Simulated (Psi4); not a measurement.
# BH3SO (SMILES OBS): CCD/DZ (density fitting, density fitting for correlation, Cartesian functions)

What is the energy change on altering one bond length of BH3SO at CCD/DZ (density fitting, density fitting for correlation, Cartesian functions)? 

Program for the calculation: Psi4 1.11.

4 further runs of the same task are left out: 4 set aside as unsound or not needed.

### Step 1. The system as given

BH3SO has 6 atoms, charge 0, and is taken as a singlet. SMILES: `OBS`. The shape is that of a PBE0-D4/def2-TZVP optimisation. This is one conformer, not always the lowest.

Bond lengths: O1–B2 1.351 Å, B2–S3 1.813 Å, O1–H4 0.961 Å, B2–H5 1.193 Å, S3–H6 1.340 Å. Angles: O1–B2–S3 121.4°, O1–B2–H5 118.0°, S3–B2–H5 120.6°, B2–O1–H4 115.3°, B2–S3–H6 96.0°.

### Step 2. A single-point energy at CCD/DZ (density fitting, density fitting for correlation, Cartesian functions)

job.py reads:

```python
import psi4

psi4.set_memory('1600 MB')
psi4.set_num_threads(1)
psi4.core.set_output_file('output.dat', False)

m = psi4.geometry("""
0 1
O     -1.104400    -0.090400    -1.001800
B      0.054600     0.169700    -0.358100
S      0.336900    -0.392500     1.342100
H     -1.753100    -0.587100    -0.495400
H      0.894300     0.783600    -0.941900
H      1.571700     0.116600     1.455100
""")

psi4.set_options({
    'basis': 'DZ',
    'scf_type': 'df',
    'freeze_core': True,
    'cc_type': 'df',
})

e = psi4.energy("ccd")
print('E =', round(e, 9))
```

Run with:

```bash
$ python job.py
```

output.dat:

```text
[...]
  Running in c1 symmetry.
[...]
  Nuclear repulsion =   88.768868479857858
[...]
  Multiplicity = 1
[...]
  Nalpha       = 16
  Nbeta        = 16
[...]
    Number of basis functions: 44
[...]
   @DF-RHF iter   1:  -498.72078453022010   -5.96777e-01   9.71045e-03 ADIIS/DIIS
[...]
   @DF-RHF iter  11:  -498.80997916655161   -1.76215e-12   6.82258e-09 DIIS
[...]
    Orbital Energies [Eh]
    ---------------------
    Doubly Occupied:
       1A    -91.970864     2A    -20.588404     3A     -8.979155
       4A     -7.693375     5A     -6.659406     6A     -6.657279
       7A     -6.655204     8A     -1.402335     9A     -1.011314
      10A     -0.788316    11A     -0.650277    12A     -0.599561
      13A     -0.565031    14A     -0.535238    15A     -0.443767
      16A     -0.401773
[...]
  @DF-RHF Final Energy:  -498.80997916655161
   => Energetics <=
    Nuclear Repulsion Energy =             88.7688684798578578
    One-Electron Energy =                -863.9550959885605153
    Two-Electron Energy =                 276.3762483421510865
    Total Energy =                       -498.8099791665516136
[...]
 Multipole Moments:
 ------------------------------------------------------------------------------------
     Multipole            Electronic (a.u.)      Nuclear  (a.u.)        Total (a.u.)
 ------------------------------------------------------------------------------------
 L = 1.  Multiply by 2.5417464519 to convert [e a0] to [Debye]
 Dipole X            :         -0.6057281            0.7897433            0.1840152
 Dipole Y            :         -0.4920332            0.4809352           -0.0110981
 Dipole Z            :          0.5428706           -0.3111451            0.2317255
 Magnitude           :                                                    0.2961106
[...]
	DF-MP2 Total Energy (a.u.)         :  -499.03832528607683
[...]
```

The script printed:

```text
E = -499.055917924
```

It took 3.3 s on 1 thread of Intel Xeon Platinum 8259CL at 2.50GHz (Skylake/Cascade Lake), shared host; peak memory 0.24 GiB.

### Step 3. The distorted shape, same level

job.json reads:

```json
{
  "schema_name": "qcschema_input",
  "schema_version": 1,
  "molecule": {
    "schema_name": "qcschema_molecule",
    "schema_version": 2,
    "symbols": ["O", "B", "S", "H", "H", "H"],
    "geometry": [-1.86795081, -0.12167002, -1.77146139, 0.10317905, 0.32068652, -0.67671093, 0.63664873, -0.7417175, 2.53620143, -3.09381615, -1.06029698, -0.81450409, 1.68998207, 1.48078939, -1.77993304, 2.97008255, 0.22034207, 2.74974048],
    "molecular_charge": 0,
    "molecular_multiplicity": 1
  },
  "driver": "energy",
  "model": {
    "method": "ccd",
    "basis": "DZ"
  },
  "keywords": {
    "scf_type": "df",
    "freeze_core": true,
    "cc_type": "df"
  }
}
```

Run with:

```bash
$ psi4 --qcschema job.json -n 1 --memory 1600MB
```

stdout:

```text
[...]
  Running in c1 symmetry.
[...]
  Nuclear repulsion =   91.933443932837974
[...]
  Multiplicity = 1
[...]
  Nalpha       = 16
  Nbeta        = 16
[...]
    Number of basis functions: 44
[...]
   @DF-RHF iter   1:  -498.69285023002760   -3.78230e-01   9.87252e-03 ADIIS/DIIS
[...]
   @DF-RHF iter  11:  -498.78303054630101   -1.59162e-12   5.36025e-09 DIIS
[...]
    Orbital Energies [Eh]
    ---------------------
    Doubly Occupied:
       1A    -91.959427     2A    -20.597297     3A     -8.968211
       4A     -7.677658     5A     -6.648647     6A     -6.646385
       7A     -6.644285     8A     -1.460164     9A     -1.002028
      10A     -0.831021    11A     -0.676632    12A     -0.605134
      13A     -0.596688    14A     -0.532981    15A     -0.430083
      16A     -0.393438
[...]
  @DF-RHF Final Energy:  -498.78303054630101
   => Energetics <=
    Nuclear Repulsion Energy =             91.9334439328379744
    One-Electron Energy =                -870.0927954635138803
    Two-Electron Energy =                 279.3763209843748427
    Total Energy =                       -498.7830305463010063
[...]
 Multipole Moments:
 ------------------------------------------------------------------------------------
     Multipole            Electronic (a.u.)      Nuclear  (a.u.)        Total (a.u.)
 ------------------------------------------------------------------------------------
 L = 1.  Multiply by 2.5417464519 to convert [e a0] to [Debye]
 Dipole X            :         -0.8961119            0.8388920           -0.0572198
 Dipole Y            :         -0.5348641            0.4919649           -0.0428992
 Dipole Z            :          0.3264941           -0.2838481            0.0426460
 Magnitude           :                                                    0.0832654
[...]
	DF-MP2 Total Energy (a.u.)         :  -499.00573452820169
[...]
```

The result, in JSON:

```text
{
 "driver": "energy",
 "model": {
  "method": "ccd",
  "basis": "DZ"
 },
 "success": true,
 "return_result": -499.02381614484136,
 "properties": {
  "calcinfo_nbasis": 44,
  "calcinfo_nmo": 44,
  "calcinfo_nalpha": 16,
  "calcinfo_nbeta": 16,
  "calcinfo_natom": 6,
  "nuclear_repulsion_energy": 91.93344393283797,
  "return_energy": -499.02381614484136,
  "scf_one_electron_energy": -870.0927954635139,
  "scf_two_electron_energy": 279.37632098437484,
  "scf_dipole_moment": [-0.057219821607770394, -0.042899184676632784, 0.04264597748858634],
  "scf_total_energy": -498.783030546301,
  "scf_iterations": 11,
  "mp2_singles_energy": 0.0,
  "mp2_doubles_energy": -0.22270398190070279,
  "mp2_correlation_energy": -0.22270398190067908,
  "mp2_total_energy": -499.0057345282017
 }
}
```

Run time: 3 s. Hardware: 1 thread of Intel Xeon Platinum 8259CL at 2.50GHz (Skylake/Cascade Lake), shared host; peak memory 0.24 GiB.

### Step 4. Outcome

At CCD/DZ (density fitting, density fitting for correlation, Cartesian functions), 7 core orbitals frozen:

| quantity | value |
| --- | --- |
| first shape: total energy | -499.05592 Eh |
| first shape: HOMO energy (Hartree–Fock orbitals) | -10.93 eV |
| first shape: LUMO energy (Hartree–Fock orbitals) | 3.32 eV |
| first shape: HOMO–LUMO gap (Hartree–Fock orbitals) | 14.25 eV |
| first shape: correlation energy (7 core orbitals frozen) | -245.9 mEh |
| distorted shape: total energy | -499.02382 Eh |
| distorted shape: HOMO energy (Hartree–Fock orbitals) | -10.71 eV |
| distorted shape: LUMO energy (Hartree–Fock orbitals) | 3.79 eV |
| distorted shape: HOMO–LUMO gap (Hartree–Fock orbitals) | 14.50 eV |
| distorted shape: correlation energy (7 core orbitals frozen) | -240.8 mEh |
| energy change with the O1–B2 bond shortened from 1.351 to 1.216 Å | 0.874 eV |

**Reading.** With the O1–B2 bond shortened from 1.351 to 1.216 Å the energy rises by 0.87 eV (20.1 kcal/mol). The first shape isn't relaxed at this level, so the change isn't measured from a minimum.
